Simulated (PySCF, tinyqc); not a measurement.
The basis set: RHF and MP2 along a ladder of basis sets, for CH+, spin multiplicity 1. Computed by the program tinyqc with PySCF. Command: `OMP_NUM_THREADS=1 python tinyqc.py 114901 114902 out.jsonl`; one thread of a shared host (Intel(R) Xeon(R) Processor @ 2.60GHz), about 1 s.

Geometry (angstrom):
```
atom,x,y,z
C,0.0000,0.0000,0.0000
H,0.0000,0.0000,1.0440
```

Same geometry throughout; the dipole is taken about the origin.

RHF and frozen-core MP2 in a ladder of bases:
```
basis,functions,E(RHF) (hartree),E(MP2 corr) (hartree),HOMO (eV),LUMO (eV),dipole (debye)
sto-3g,6,-37.44037,-0.03021,-23.813,-8.181,2.160
3-21g,11,-37.67664,-0.04304,-23.910,-9.182,2.465
6-31g,11,-37.87868,-0.04162,-23.808,-9.037,2.463
6-31g**,19,-37.89421,-0.06910,-24.030,-8.993,2.335
cc-pvdz,19,-37.89641,-0.06691,-24.073,-9.087,2.311
aug-cc-pvdz,32,-37.89691,-0.06821,-24.070,-9.143,2.287
cc-pvtz,44,-37.90440,-0.08377,-24.083,-9.098,2.292
```

From cc-pVDZ to cc-pVTZ the RHF energy falls by 8.0 mhartree and the correlation energy by 16.9. If valence correlation converges as X^-3, (27 E(T) - 8 E(D))/19 gives -0.0909 hartree, a rough estimate from such small X that usually falls short; STO-3G holds about 33 % of it. Beyond STO-3G the LUMO moves by 0.2 eV and the HOMO by 0.3 eV. The restricted reference is unstable here: a spin-polarised solution lies 0.0099 hartree lower (PySCF, cc-pVDZ), so results built on it describe a poor reference.
